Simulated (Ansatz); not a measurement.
`O[Si]O` + HCl → `O[Si]Cl` + H₂O at 400 K and 1 bar (ligand exchange at the Si–O bond).

Computed with Ansatz on PBE0-D4/def2-TZVP structures; ΔE is electronic, products minus reactants. CCSD(T)/CBS is extrapolated from def2-TZVPP and def2-QZVPP, frozen cores. Each species was taken in one conformer, which may not be the lowest.

| species | CCSD(T)/CBS energy (Eh) | H − E (kJ/mol) | S (J/(mol·K)) |
| --- | --- | --- | --- |
| `O[Si]O` | -440.69189 | 93.7 | 289.5 |
| HCl | -460.38167 | 29.6 | 195.4 |
| `O[Si]Cl` | -824.69564 | 59.3 | 296.6 |
| H₂O | -76.37685 | 69.8 | 198.6 |

H − E and S are ideal-gas, rigid-rotor, harmonic terms from PBE0-D4/def2-TZVP, for one conformer and one mirror image of each species. 1 Eh = 2625.50 kJ/mol, R = 8.31446 J/(mol·K).

By hand: ΔE, ΔH, ΔS and ΔG.

ΔE = (-824.69564) + (-76.37685) − (-440.69189) − (-460.38167) = 0.00107 Eh = 2.8 kJ/mol. Δ(H − E) = 59.3 + 69.8 − 93.7 − 29.6 = 5.8, so ΔH = 8.6 kJ/mol. ΔS = 296.6 + 198.6 − 289.5 − 195.4 = 10.3 J/(mol·K). ΔG = 8.6 − 400 × (10.3)/1000 = 4.5 kJ/mol.

By hand: the equilibrium constant, and the temperature at which ΔG would vanish if ΔH and ΔS stayed fixed.

log₁₀ K = −ΔG/(RT ln 10) = -0.6. ΔG = 0 at ΔH/ΔS = 835 K, though so small a ΔH makes that figure unsure.

TΔS isn't small against ΔH here. The sign of ΔG lies within the doubt. A doubt of 5 kJ/mol in ΔE shifts log₁₀ K by 0.7 here. Other conformers and mirror images would add mixing entropy, several J/(mol·K) or more a flexible species. These are equilibria of isolated gas molecules and say nothing of rates. Largest T1 diagnostic: 0.015 (customary marks: 0.02 for closed shells, 0.045 for open ones).
